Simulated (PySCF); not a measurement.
Input for PySCF: R-B3LYP/6-311+G** on acetamide (SMILES CC(N)=O), a point of a torsion scan.

```python
from pyscf import gto, scf, dft, mp
from pyscf.data.elements import chemcore

mol = gto.M(
    atom='''
    C    -1.06789663    0.05378697   -0.25184179
    C     0.16871258   -0.23279466    0.57308076
    N     1.32742699    0.08411656   -0.05637489
    O     0.14960920   -0.69896885    1.68747395
    H    -1.11521454    1.11293605   -0.49472688
    H    -1.03803459   -0.51736251   -1.17699907
    H    -1.95100578   -0.22498437    0.31455869
    H     1.34652722    0.47149153   -0.98201596
    H     2.19917623   -0.07422754    0.42013297
    ''',
    basis='6-311+g**',
    charge=0, spin=0, verbose=3, max_memory=1800)
mf = dft.RKS(mol, xc='b3lyp')
mf.conv_tol = 1e-8
mf.max_cycle = 100
mf.kernel()
if not mf.converged:
    mf = mf.newton().run(mf.mo_coeff, mf.mo_occ)
```

The log:

```
converged SCF energy = -209.287763554471
```

Self-consistency was reached.

Cost: around 7 core-seconds (rough).
